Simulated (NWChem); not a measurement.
Everything below was run with NWChem. System: C$_{2}$H$_{3}$, charge 0, spin multiplicity 2, at a geometry optimised with UPBE/def2-SVP. The structure started from a generated list of species. Its SCF solution wasn't tested for a lower state. Level: UB2PLYP/cc-pVDZ, 2 core orbitals frozen.

Output (cleaned and shortened):

```
             Northwest Computational Chemistry Package (NWChem) 7.3.0
             --------------------------------------------------------

                                NWChem Input Module
                                -------------------

 Scaling coordinates for geometry "geometry" by  1.889725989
 (inverse scale =  0.529177249)

 Turning off AUTOSYM since
 SYMMETRY directive was detected!

                             Geometry "geometry" -> ""
                             -------------------------

 Output coordinates in angstroms (scale by  1.889725989 to convert to a.u.)

  No.       Tag          Charge          X              Y              Z
 ---- ---------------- ---------- -------------- -------------- --------------
    1 C                    6.0000     0.24860600     0.68471900     0.00000000
    2 C                    6.0000    -0.11751000    -0.58181900     0.00000000
    3 H                    1.0000    -0.21807000     1.67886900     0.00000000
    4 H                    1.0000    -1.18645400    -0.88783400     0.00000000
    5 H                    1.0000     0.61794500    -1.40843800     0.00000000

 Effective nuclear repulsion energy (a.u.)      28.0943661962

            Nuclear Dipole moment (a.u.)
            ----------------------------
        X                 Y               Z
 ---------------- ---------------- ----------------
    -0.0000056692    -0.0000056692     0.0000000000

      Symmetry information
      --------------------

 Group name             Cs
 Group number              2
 Group order               2
 No. of unique centers     5

      Symmetry unique atoms

     1    2    3    4    5


 Summary of "ao basis" -> "" (spherical)
 ------------------------------------------------------------------------------
       Tag                 Description            Shells   Functions and Types
 ---------------- ------------------------------  ------  ---------------------
 *                          cc-pvdz                   on all atoms

  dft_input: which_mp2 not specified, using semidirect MP2 by default.

                                 NWChem DFT Module
                                 -----------------

 Summary of "ao basis" -> "ao basis" (spherical)
 ------------------------------------------------------------------------------
       Tag                 Description            Shells   Functions and Types
 ---------------- ------------------------------  ------  ---------------------
[...]
     L   x y z        total         alpha         beta         nuclear
     -   - - -        -----         -----         ----         -------
     0   0 0 0     -0.000000     -8.000000     -7.000000     15.000000

     1   1 0 0     -0.235458     -0.591913      0.356460     -0.000006
     1   0 1 0     -0.018376     -0.788446      0.770076     -0.000006
     1   0 0 1      0.000000      0.000000      0.000000      0.000000

     2   2 0 0     -9.502184    -10.421980     -7.260672      8.180469
     2   1 1 0     -0.468429     -3.270297     -1.656587      4.458455
     2   1 0 1     -0.000000     -0.000000      0.000000      0.000000
     2   0 2 0     -7.903734    -24.193973    -20.972634     37.262873
     2   0 1 1     -0.000000     -0.000000      0.000000      0.000000
     2   0 0 2    -10.870937     -5.773104     -5.097833      0.000000

                   NWChem MP2 Semi-direct Energy/Gradient Module
                   ---------------------------------------------

  Basis functions       =     43
  Molecular orbitals    =     43
  Frozen core           =      2
  Frozen virtuals       =      0
  Active alpha occupied =      6
  Active beta occupied  =      5
  Active alpha virtual  =     35
  Active beta virtual   =     36
  Use MO symmetry       = T
  Use skeleton AO sym   = T

  AO/Fock/Back tols     =   1.0D-09  1.0D-09  1.0D-09

 GA uses MA = F    GA memory limited = T

 Available:
  local mem=  4.43D+07
 global mem=  1.44D+08
 local disk=  0.00D+00
  mp2_memr nvloc                    35
  nvloc new                    35
   1 passes of   6:        2097152                       9126                    678667.
   1 passes of   6: M     44324416           G      144175502           F      42227264.

 Semi-direct pass number   1 of   1  for UHF alpha       at        0.9s
  vrange nnbf                   946
  mp2_eaftype                    10  avail_ma_in_mb                   386
 EAF : mp2_eaftype filesize          10     339334.
  mp2_eaf for mointskh                     10
Node 0 wrote      1.6 Mb in      0.0 s     Agg I/O rate:  3101.2 Mb/s
 Done moints_semi at        1.2s
  mp2_eaftype                    10  avail_ma_in_mb                   386
 EAF : mp2_eaftype filesize          10     339334.
  mp2_eaf for kh                    10
 Done maket at        1.2s
 Done multipass loop at        1.2s

 GA uses MA = F    GA memory limited = T

 Available:
  local mem=  4.43D+07
 global mem=  1.44D+08
 local disk=  0.00D+00
  mp2_memr nvloc                    36
  nvloc new                    36
   1 passes of   5:        2097152                       8361                    582175.
   1 passes of   5: M     44324416           G      144175502           F      42227264.

 Semi-direct pass number   1 of   1  for UHF beta        at        1.2s
  vrange nnbf                   946
  mp2_eaftype                    10  avail_ma_in_mb                   386
 EAF : mp2_eaftype filesize          10     291088.
  mp2_eaf for mointskh                     10
Node 0 wrote      1.4 Mb in      0.0 s     Agg I/O rate:  4082.0 Mb/s
 Done moints_semi at        1.4s
  mp2_eaftype                    10  avail_ma_in_mb                   386
 EAF : mp2_eaftype filesize          10     291088.
  mp2_eaf for kh                    10
 Done maket at        1.4s
 Done multipass loop at        1.4s

          -------------------------------------------
          DFT energy                     -77.729970549272
          Unscaled MP2 energy             -0.301036323165
          Total DFT+MP2 energy           -77.811250356526
          -------------------------------------------

 -----------------------
 Performance information
 -----------------------

 Timer overhead =  1.51D-07 seconds/call

               Nr. of calls         CPU time (s)                 Wall time (s)                GFlops
             ---------------    -------------------     ------------------------------   -------------------
Name         Min   Avg   Max    Min     Avg     Max     Min     Avg     Max   Mx/calls   Min     Max     Sum
mp2: moin     2     2     2   0.43    0.43    0.43     0.43    0.43    0.43    0.22      0.0     0.0     0.0
mp2: make     2     2     2   1.98E-2 1.98E-2 1.98E-2  1.98E-2 1.98E-2 1.98E-2 9.91E-3   0.0     0.0     0.0
mp2: tota     1     1     1   0.47    0.47    0.47     0.47    0.47    0.47    0.47      0.0     0.0     0.0

 The average no. of pstat calls per process was 5.00D+00
 with a timing overhead of 7.53D-07s

 Task  times  cpu:        1.4s     wall:        1.4s

 Total times  cpu:        1.4s     wall:        1.4s
```

Problem. Write an NWChem input that would produce this output.

Solution. One answer among several that fit: 
```
start mol
memory heap 200 mb stack 900 mb global 1100 mb
geometry units angstroms nocenter noautoz
  C      0.248606     0.684719     0.000000
  C     -0.117510    -0.581819     0.000000
  H     -0.218070     1.678869     0.000000
  H     -1.186454    -0.887834     0.000000
  H      0.617945    -1.408438     0.000000
  symmetry group Cs
end
basis spherical
  * library cc-pvdz
end
dft
  xc hfexch 0.53 becke88 0.47 lyp 0.73 mp2 0.27
  dftmp2
  odft
  mult 2
  semidirect memsize 60000000 filesize 0
  iterations 100
end
mp2
  freeze core 2
end
task dft energy
```
